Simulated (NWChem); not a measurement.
Species: SiO cation, doublet; SMILES of the neutral closed-shell parent O=[Si]

```xyz
2

Si     0.0000     0.0000     0.5666
O      0.0000     0.0000    -0.9718
```
Atoms are numbered in this order, from 1.

All runs: NWChem. Spin-unrestricted. Geometry: optimised at B3LYP/6-31G* (spherical d), spin-unrestricted. This spin state was assumed; another may lie lower. No stability test was run on the SCF state. Vertical excitations in the gas phase; the lowest state need not have the same character in each row. Excited states of an open shell can be spin-contaminated.

| level | lowest excitation (eV) | oscillator strength of that lowest state | lowest state with f > 0.02 (eV) | oscillator strength of that bright state | lowest empty minus highest occupied level, either spin (eV) |
|---|---|---|---|---|---|
| PBE/def2-SVPD, TDA | 0.87 | 0.001 | 3.80 | 0.039 | 0.99 |
| B3LYP/def2-SVPD, TDA | 0.55 | 0.001 | 3.76 | 0.060 | 3.03 |
| LDA (Slater exchange, VWN5)/def2-SVPD, TDA | (withheld) | 0.001 | (withheld) | 0.042 | (withheld) |
| PBE0/def2-SVPD, TDA | 0.63 | 0.001 | 3.66 | 0.061 | 3.68 |

Q: Complete the blanks.

A: 
- LDA (Slater exchange, VWN5)/def2-SVPD, TDA, lowest excitation (eV): 0.77
- LDA (Slater exchange, VWN5)/def2-SVPD, TDA, lowest state with f > 0.02 (eV): 3.90
- LDA (Slater exchange, VWN5)/def2-SVPD, TDA, lowest empty minus highest occupied level, either spin (eV): 0.75
